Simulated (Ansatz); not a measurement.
C4H8O can be A, `C1CCOC1`, or B, `CC(C)=CO`.

Calculated with Ansatz (gas phase, PBE0-D4/def2-TZVP geometries, no zero-point term in ΔE). CCSD(T)/CBS adds triple-zeta CCSD(T) − MP2 to the extrapolated MP2 energy (def2 sets, frozen cores). DFT in def2-TZVPP. One conformer a species, not always the lowest.

(1) Which is lower in electronic energy at CCSD(T)/CBS, and by how much? (An estimate is asked.)

(2) Give E(B) − E(A) in kJ/mol with CCSD/def2-TZVPP, PBE0-D4, CCSD(T)/def2-TZVPP, HF/def2-TZVPP, BLYP-D4, CCSD(T)/def2-SVP, ωB97M-V. (An estimate is asked.)

(3) Does the order hold for the free energy at 298.15 K (harmonic terms from PBE0-D4)? (Estimate.)

Largest T1 diagnostic: 0.011.

## Answers

(1) Computed: A, by 8.2 kJ/mol.

(2) The calculation gave: CCSD/def2-TZVPP 14.3, PBE0-D4 15.7, CCSD(T)/def2-TZVPP 11.6, HF/def2-TZVPP 12.8, BLYP-D4 -12.0, CCSD(T)/def2-SVP 12.9, ωB97M-V 12.0. The order is the other way round with BLYP-D4.

(3) Ansatz gave: No: G(B) − G(A) = -8.6 kJ/mol, for one conformer each.

From r2SCAN to r2SCAN0 (25 % exact exchange), in def2-TZVPP and without D4, E(B) − E(A) moves by +9.1 kJ/mol. Leaving LDA and LC-ωPBE aside and taking each functional with its dispersion term where it has one, the values, not all of them listed here, spread over 35.1 kJ/mol, from BLYP-D4 to ωB97X-V. LDA lies +15.6 kJ/mol from PBE without D4.
